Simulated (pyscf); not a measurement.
PySCF, gas phase, ωB97X-D3(BJ)/def2-SVP geometries. Correlated levels are frozen-core, on RHF or UHF. ΔMP2 is the change of the MP2 total energy from the triple- to the quadruple-zeta basis.

PBE/def2-TZVP puts the barrier of H₂Al–Cl (SMILES [AlH2][Cl]) + HO–SiH₃ (SMILES O[SiH3]) -> HO–AlH–Cl (SMILES [OH][AlH][Cl]) + SiH₄ (SMILES [SiH4]) (four-centre exchange; singlet surface; Al–H, O–Si broken, Al–O, H–Si formed) at -43.7 kJ/mol and the reaction energy at -64.3 kJ/mol, from the separated reactants. What do r²SCAN/def2-TZVP, ωB97M-D3(BJ)/def2-TZVP, CCSD(T)/def2-TZVPP + ΔMP2(QZVPP) give on the same structures?

r²SCAN: ΔE‡ = -51.9 kJ/mol, ΔE = -65.6 kJ/mol; ωB97M-D3(BJ): ΔE‡ = -41.7 kJ/mol, ΔE = -61.5 kJ/mol; CCSD(T): ΔE‡ = -40.5 kJ/mol, ΔE = -62.9 kJ/mol. PBE's barrier lies among them. Its reaction energy lies among theirs. On the reactant side the descent ends in an adduct with a Al–O contact, 107.9 kJ/mol under the separated species and 51.6 kJ/mol under the saddle at ωB97X-D3(BJ)/def2-TZVP. On the product side the descent ends in a complex, 29.1 kJ/mol under the separated species and 34.3 kJ/mol under the saddle at ωB97X-D3(BJ)/def2-TZVP. At PBE, r²SCAN, ωB97M-D3(BJ)/def2-TZVP, CCSD(T) the saddle lies under the separated reactants, which points to a path from their complex (located at ωB97X-D3(BJ) alone). What is counted as formed (Al–O) is already present as a longer contact in the reactant adduct; forming that adduct is a step of its own. At the saddle there is also a short Al–Si contact that neither side keeps. At ωB97X-D3(BJ)/def2-TZVP the barrier from the zero used here is -56.3 kJ/mol. One saddle was located; it need not be the lowest between these sides. The CCSD(T) − MP2 part came from Ansatz, without density fitting, on the same reference.
